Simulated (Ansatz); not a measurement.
# One shape, several levels: quartet CF

Wanted: a comparison of 6 runs (U-r2SCAN0/STO-3G, UB3LYP/STO-3G, UBCCD(T)/STO-3G, UCCSDT/STO-3G, UCCSDTQ/STO-3G, FCI/STO-3G) of quartet CF. 

The results are computed with Ansatz 0.2.0.

44 further runs of the same task are left out: 9 that didn't finish, 35 set aside as unsound or not needed.

**1. Starting point**

CF has 2 atoms, charge 0, and is taken as a quartet. As SMILES of the parent species, `[C]F`. The shape is that of a PBE0-D4/def2-TZVP optimisation. That shape belongs to the parent species and isn't relaxed for this state.

Bond lengths: C1–F2 1.268 Å.

**2. A single-point energy at U-r2SCAN0/STO-3G (run 1)**

Input file run.yaml:

```yaml
basis:
  gaussian:
    orbitals: STO-3G
crystal:
  periodic: [false, false, false]
  atoms:
    - {symbol: C, position_ang: [-0.000000, 0.000000, 0.003080]}
    - {symbol: F, position_ang: [0.000000, -0.000000, 1.271320]}
magnetization:
  spin_polarized: true
  initial_magnetization: 3
hamiltonian:
  xc: {name: r2SCAN0}
accuracy: high
```

The run is started by

```bash
ansatz run run.yaml --threads 1 --pin off --max-ram 3480MiB --events-out events.jsonl --progress --plain --runs-dir runs
```

Log:

```text
Warning: RAYON_NUM_THREADS=1 ignored (pool sized by the plan → 1); use --threads N
Functional definition: r2SCAN0
  name "r2SCAN0"
  parameter a = 0.25
  parameter k0 = 0.174
  parameter k1 = 0.065
  parameter a1 = 4.9479
  exchange = (1 - a)*r2scan_x(k0 = k0, k1 = k1, a1 = a1) + a*exact_x
  correlation = r2scan_c
149 factors; integrals over basis functions are off by at most 3.2e-8 eV
mean field evaluation 1: about -3688.8457 eV, gradient 2.1e1 eV
mean field evaluation 2: about -3690.5116 eV, gradient 1.6e1 eV
mean field evaluation 4: about -3692.3874 eV, gradient 3.8e-1 eV
mean field evaluation 8: about -3692.3894 eV, gradient 8.4e-4 eV
mean field evaluation 16: about -3692.3894 eV, gradient 1.6e-8 eV
mean field -3692.38942947 eV, -135.6928087417 hartree, gradient 1.6e-8 eV, S^2 3.750253; 0 other end points of the search recorded, 0 dependent functions left out
reference -3692.38942969 eV, -135.6928087497 hartree; 9, 6 occupied and 1, 4 virtual orbitals, 149 factors
Total energy: -3692.38942969 eV, -135.6928087497 hartree
```

It took 1.6 s on 1 thread of Arm Neoverse V1, shared host; peak memory 0.14 GiB.

**3. A single-point energy at UB3LYP/STO-3G (run 2)**

Input file input.yaml:

```yaml
basis:
  gaussian:
    orbitals: STO-3G
crystal:
  periodic: [false, false, false]
  atoms:
    - {symbol: C, position_ang: [-0.000000, 0.000000, 0.003080]}
    - {symbol: F, position_ang: [0.000000, -0.000000, 1.271320]}
total_charge: 0
magnetization:
  spin_polarized: true
  initial_magnetization: 3
hamiltonian:
  xc: {name: B3LYP}
accuracy: high
```

The run is started by

```bash
ansatz run input.yaml --threads 1 --pin off --max-ram 3480MiB --events-out events.jsonl --progress --plain --runs-dir runs
```

Log:

```text
Warning: RAYON_NUM_THREADS=1 ignored (pool sized by the plan → 1); use --threads N
Functional definition: B3LYP
  name "B3LYP"
  parameter a0 = 0.2
  parameter ax = 0.72
  parameter ac = 0.81
  exchange = (1 - a0 - ax)*slater_x + ax*b88_x + a0*exact_x
  correlation = (1 - ac)*vwn_rpa_c + ac*lyp_c
149 factors; integrals over basis functions are off by at most 3.2e-8 eV
mean field evaluation 1: about -3689.2552 eV, gradient 2.3e1 eV
mean field evaluation 2: about -3689.9256 eV, gradient 2.0e1 eV
mean field evaluation 4: about -3692.9024 eV, gradient 3.2e-1 eV
mean field evaluation 8: about -3692.9069 eV, gradient 8.0e-4 eV
mean field evaluation 16: about -3692.9069 eV, gradient 1.8e-8 eV
mean field -3692.90693555 eV, -135.7118267394 hartree, gradient 1.8e-8 eV, S^2 3.750078; 0 other end points of the search recorded, 0 dependent functions left out
reference -3692.90694950 eV, -135.7118272520 hartree; 9, 6 occupied and 1, 4 virtual orbitals, 149 factors
Total energy: -3692.90694950 eV, -135.7118272520 hartree
```

Run time: 0.59 s. Hardware: 1 thread of Arm Neoverse V1, shared host; peak memory 0.089 GiB.

Runs 3 to 4 aren't shown in full; the table further down has their settings and results.

**4. A single-point energy at UCCSDTQ/STO-3G (run 5)**

Input file in.yaml:

```yaml
crystal:
  periodic: [false, false, false]
  atoms:
    - {symbol: C, position_ang: [-0.000000, 0.000000, 0.003080]}
    - {symbol: F, position_ang: [0.000000, -0.000000, 1.271320]}
basis:
  gaussian: {orbitals: STO-3G}
magnetization: {spin_polarized: true, initial_magnetization: 3}
correlation: {method: ccsdtq, frozen_orbitals: {C: 1, F: 1}}
accuracy: high
scf: {omitted_lower_state_checks: [cluster_reference, increment]}
```

The run is started by

```bash
ansatz run in.yaml --threads 1 --pin off --max-ram 3480MiB --events-out events.jsonl --progress --plain --runs-dir runs
```

Log (excerpt; [...] marks lines left out):

```text
Warning: RAYON_NUM_THREADS=1 ignored (pool sized by the plan → 1); use --threads N
Functional definition: HF
  name "HF"
[...]
149 factors; integrals over basis functions are off by at most 3.2e-8 eV
[...]
mean field -3679.70995800 eV, -135.2268467595 hartree, gradient 1.5e-8 eV, S^2 3.751484; 0 other end points of the search recorded, 0 dependent functions left out
2 core orbitals not correlated: weight in the atoms' cores, before any rotation towards them, 1.000 or more for the frozen orbitals, at most 0.000 for the correlated occupied ones
reference -3679.70995800 eV, -135.2268467595 hartree; 7, 4 occupied and 1, 4 virtual orbitals, 149 factors
second order -0.77304923 eV of doubles, -0.00000000 eV of singles
cycle   1  -0.92142773 eV  change   -1.5e-1 eV  update   4.8e-2
[...]
cycle  21  -1.08726185 eV  change   2.9e-10 eV  update  9.5e-10
Total energy: -3680.79721985 eV, -135.2668028955 hartree
Checks for a lower state left out: cluster_reference, increment
```

It took 10 s on 1 thread of Arm Neoverse V1, shared host.

**5. The energy at FCI/STO-3G (run 6)**

Input file run.yaml:

```yaml
crystal:
  periodic: [false, false, false]
  atoms:
    - {symbol: C, position_ang: [-0.000000, 0.000000, 0.003080]}
    - {symbol: F, position_ang: [0.000000, -0.000000, 1.271320]}
basis:
  gaussian:
    orbitals: STO-3G
magnetization:
  spin_polarized: true
  initial_magnetization: 3
correlation:
  method: fci
  frozen_orbitals: {C: 1, F: 1}
accuracy: high
```

The run is started by

```bash
ansatz run run.yaml --threads 1 --pin off --max-ram 3480MiB --events-out events.jsonl --progress --plain --runs-dir runs
```

Log:

```text
Warning: RAYON_NUM_THREADS=1 ignored (pool sized by the plan → 1); use --threads N
[... 2 set-up lines as earlier in the session ...]
  exchange = exact_x
  correlation = 0
149 factors; integrals over basis functions are off by at most 3.2e-8 eV
mean field evaluation 1: about -3676.9422 eV, gradient 1.4e1 eV
mean field evaluation 2: about -3677.0338 eV, gradient 1.4e1 eV
mean field evaluation 4: about -3679.4469 eV, gradient 3.4e0 eV
mean field evaluation 8: about -3679.7099 eV, gradient 3.8e-2 eV
mean field -3679.70995800 eV, -135.2268467595 hartree, gradient 1.5e-8 eV, S^2 3.751484; 0 other end points of the search recorded, 0 dependent functions left out
mean field evaluation 16: about -3679.6110 eV, gradient 3.6e-1 eV
2 core orbitals not correlated: weight in the atoms' cores, before any rotation towards them, 1.000 or more for the frozen orbitals, at most 0.000 for the correlated occupied ones
reference -3679.69575288 eV, -135.2263247311 hartree; 7, 4 occupied and 1, 4 virtual orbitals, 149 factors
state -3680.79703917 eV, -135.2667962555 hartree
Total energy: -3680.79703917 eV, -135.2667962555 hartree
```

Wall time 0.08 s (1 thread of Arm Neoverse V1, shared host).

**6. Overview of the runs**

| run | level | frozen core orbitals | energy (Eh) | ⟨S²⟩ | wall time |
| --- | --- | --- | --- | --- | --- |
| 1 | U-r2SCAN0/STO-3G | – | -135.692809 | 3.750 | 1.6 s |
| 2 | UB3LYP/STO-3G | – | -135.711827 | 3.750 | 0.59 s |
| 3 | UBCCD(T)/STO-3G | 2 | -135.266323 | 3.751 | 0.14 s |
| 4 | UCCSDT/STO-3G | 2 | -135.266867 | 3.751 | 0.26 s |
| 5 | UCCSDTQ/STO-3G | 2 | -135.266803 | 3.751 | 10 s |
| 6 | FCI/STO-3G | 2 | -135.266796 | – | 0.08 s |

**7. Outcome**

```
                                          quantity          value
                               run 6: total energy  -135.26680 Eh
run 6: correlation energy (2 core orbitals frozen)      -40.5 mEh
```

**Reading.** Against full CI in this basis: UBCCD(T) +0.5 mEh; UCCSDT -0.1 mEh; UCCSDTQ -0.0 mEh. Totals of different functionals can't be ranked against each other. In runs 1, 2, 3, 4, 5, 6 the basis is minimal, so the values are rough. All runs together took 13 s, the longest 10 s.
